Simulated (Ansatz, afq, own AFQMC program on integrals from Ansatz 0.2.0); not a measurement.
**AlSiH3, singlet → AlSiH₃, triplet**

```xyz
5

Si    0.0000   -0.0799    1.3073
Al    0.0000    0.0272   -1.2555
H     0.0000    1.4459    1.3837
H     0.0000    1.3800   -2.1018
H     0.0000   -1.3261   -2.1006
```

Connectivity, by distances: SiH–AlH2.

E(triplet, charge +0) − E(singlet, charge +0) at this geometry, on RHF and UHF determinants.

Basis cc-pVDZ. Only valence electrons are correlated. Integrals, coupled cluster, full CI and functionals: Ansatz 0.2.0; the random walks run on the same integrals in our own AFQMC program. The CISD trial takes its coefficients from CCSD amplitudes. Released means that phaseless walkers are propagated on without the constraint, phases kept. Free projection: walkers drawn from exp(T), propagated without any constraint. Its projection time is finite, and what remains of the start isn't in its error. Uncertainties: one standard error, sampling alone. The errors of all members are added in quadrature.

No full CI on the walks' own integrals is used here; CCSDT(Q) serves as the reference and is uncertain by about the last step of the cluster series. Each member takes its own surest rung, up to full CI.

The best estimate is CCSD(T) at the basis-set limit (CBS: def2-TZVPP and def2-QZVPP, with their diffuse functions for anions and beside diffuse sets, MP2 extrapolated, CCSD(T) minus MP2 from TZVPP) plus the step from CCSD(T) to CCSDT(Q) in cc-pVDZ. Rows without CBS are in cc-pVDZ; B2PLYP and the wave-function rows carry a basis error of their own. Core correlation and relativity beyond core potentials are missing, and ± holds the sampling alone.

Cautions: AlSiH₃ (singlet): restricted determinant unstable towards unrestricted (UHF 278 meV lower, ⟨S²⟩ 0.71); AlSiH₃ (triplet): another spin lies lower; core correlation is missing, and it shifts such a gap most where an s electron is promoted.

Best estimate: 0.417 eV.

```json
{"level": "HF", "vertical spin gap (eV)": "-0.130", "error against the best estimate (eV)": "-0.547"}
{"level": "MP2", "vertical spin gap (eV)": "0.191", "error against the best estimate (eV)": "-0.225"}
{"level": "CCSD", "vertical spin gap (eV)": "0.300", "error against the best estimate (eV)": "-0.116"}
{"level": "CCSD(T)", "vertical spin gap (eV)": "0.297", "error against the best estimate (eV)": "-0.120"}
{"level": "CCSDT", "vertical spin gap (eV)": "0.290", "error against the best estimate (eV)": "-0.127"}
{"level": "CCSDT(Q)", "vertical spin gap (eV)": "0.291", "error against the best estimate (eV)": "-0.126"}
{"level": "ph-AFQMC/CISD", "vertical spin gap (eV)": "0.301 ± 0.014", "error against the best estimate (eV)": "-0.116 ± 0.014"}
{"level": "released AFQMC", "vertical spin gap (eV)": "0.297 ± 0.021", "error against the best estimate (eV)": "-0.119 ± 0.021"}
{"level": "free AFQMC", "vertical spin gap (eV)": "0.297 ± 0.014", "error against the best estimate (eV)": "-0.120 ± 0.014"}
{"level": "HF/CBS", "vertical spin gap (eV)": "-0.140", "error against the best estimate (eV)": "-0.557"}
{"level": "MP2/CBS", "vertical spin gap (eV)": "0.333", "error against the best estimate (eV)": "-0.083"}
{"level": "CCSD(T)/CBS", "vertical spin gap (eV)": "0.423", "error against the best estimate (eV)": "0.007"}
```

Correlation beyond CCSD(T) takes off 0.007 eV. Going to the basis-set limit adds 0.126 eV at CCSD(T). The perturbative (T) step is worth −0.003 eV.

Best estimates are given only where the step beyond CCSD(T) is under 0.3 eV and no member's determinant is very poor (T1 over 0.05, or 0.07 for open shells, ⟨S²⟩ too high by 0.3, two states mixed), so the hardest cases are missing from such tables.

CCSDT and higher add their correlation energy to the determinant of the CCSD(T) run, since their own runs factorise the integrals more tightly (a shift of under 2 meV). Free projections are given only where their last times agree within the noise and don't stop above the reference; a slow remainder of the start can still hide under it. Each member of a difference takes its own highest rung, so a best estimate needn't equal the limit plus the step of one row. A walk keeps the symmetry of its determinant, which the program's search chose and which needn't be the lowest solution, so a lower state of the same spin and another symmetry isn't excluded. Released energies are given only where the last usable release times agree within the noise; a slower fall can still hide under it.
